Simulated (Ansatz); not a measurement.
Relaxation of H$_{7}$PSi (9 atoms, charge 0, multiplicity 1), to a largest force component of 0.03 eV/Å in at most 50 steps.

These are results of RHF/def2-SVP (Ansatz 0.2.0), not measurements.

```xyz
9
Properties=species:S:1:pos:R:3:forces:R:3
Si 0.323 0.005 -0.123 0.55 0.00 -0.51
H 0.372 -0.012 1.343 0.47 0.01 0.06
H 1.684 0.132 -0.699 -0.01 0.01 0.04
H -0.502 1.151 -0.566 0.00 -0.02 0.01
H -0.281 -1.258 -0.602 0.00 -0.01 0.01
P -2.754 0.183 1.313 -0.38 -0.09 0.39
H -2.787 -0.858 0.360 -0.01 0.00 0.00
H -3.429 -0.551 2.321 0.03 0.07 -0.07
H -1.450 -0.105 1.786 -0.66 0.01 0.08
```

Problem. Where does it end, and by what steps?

Solution. The forces met the threshold. The force dipped under the threshold on the way, but the program's further checks kept it going. After 21 steps the energy has fallen by 0.366 eV; H9 moved furthest, 1.32 Å.

```tsv
step	energy less start (eV)	largest force component (eV/Å)	accepted
0	0.0000	0.657	yes
1	-0.2180	0.194	yes
2	-0.3177	0.105	yes
3	-0.3506	0.107	yes
4	-0.3560	0.172	yes
5	-0.3592	0.119	yes
6	-0.3619	0.090	yes
7	-0.3635	0.057	yes
8	-0.3645	0.039	yes
9	-0.3650	0.041	yes
10	-0.3652	0.051	yes
11	-0.3653	0.049	yes
12	-0.3654	0.033	yes
13	-0.3656	0.031	yes
14	-0.3656	0.050	yes
15	-0.3657	0.037	yes
16	-0.3658	0.001	yes
17	-0.3659	0.010	yes
18	-0.3595	0.375	no
19	-0.3660	0.025	yes
20	-0.3659	0.090	no
21	-0.3662	0.013	yes
```

```xyz
9
Properties=species:S:1:pos:R:3
Si 1.057 -0.018 -0.443
H 1.487 -0.043 0.975
H 2.226 0.256 -1.310
H 0.042 1.045 -0.631
H 0.470 -1.329 -0.803
P -3.925 0.077 1.847
H -3.577 -0.593 0.652
H -4.008 -1.094 2.633
H -2.596 0.387 2.214
```

The run took 13 s on 1 thread of Arm Neoverse V2 (shared host), peak memory 0.11 GiB.
